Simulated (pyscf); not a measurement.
This saddle point was located with ωB97X-D3(BJ)/def2-SVP in PySCF.

```xyz
9

O     -0.3959     1.2276    -1.0907
As    -0.3898    -0.3604    -0.2793
O      1.0532     0.0775     0.6411
H      0.0329     1.9061    -0.5485
H     -0.7673    -1.5151     1.3578
H      1.1510    -0.5447     1.3759
O     -1.7735     0.3987     1.0942
H     -1.5311    -0.5730     1.5136
H     -2.6772     0.4249     0.7429
```
Charge 0, spin multiplicity 1.

Surface: singlet, charge 0. Lowest wavenumbers (cm⁻¹): 845i, 179, 223, 310, 378.

Question: Name the species on either side of this saddle.

Answer: `[OH][AsH][OH]` + `[OH2]` <-> `[OH][As]([OH])[OH]` + `[H][H]`, a four-centre exchange read from left to right: As–H, H–O broken and As–O, H–H formed. At ωB97M-D3(BJ)/def2-TZVP it lies +174.1 kJ/mol from the left side and +203.3 kJ/mol from the right (each side as separated species at their lowest minima found). At the saddle there is also a short As–H contact that neither side keeps. This is the saddle that the search found; another between the same sides may lie lower. Elements up to Kr have no core potential and no relativistic terms here.
